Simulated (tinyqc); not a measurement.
Harmonic frequencies on the RHF/sto-6g surface (energies and gradients from PySCF), for LiH, spin multiplicity 1, step by step. One step of it, computed by the program tinyqc.

Question. One row of the Hessian: 1Liz. Displace 1Liz by +/-0.002 bohr; H(k, :) = (g(+) - g(-)) / (2 delta).

optimised positions (bohr), order 1Li, 2H:
```
[[0.000000, 0.000000, 0.194113],
 [0.000000, 0.000000, 3.041098]]
```

gradient at +delta (hartree/bohr), order 1Li, 2H:
```
[[0.00000000, 0.00000000, 0.00023714],
 [0.00000000, 0.00000000, -0.00023714]]
```

gradient at -delta (hartree/bohr), order 1Li, 2H:
```
[[0.00000000, 0.00000000, -0.00023006],
 [0.00000000, 0.00000000, 0.00023006]]
```

Give: row of the Hessian.

Answer.

row of the Hessian (hartree/bohr^2): [0.00000, 0.00000, 0.11680, 0.00000, 0.00000, -0.11680]
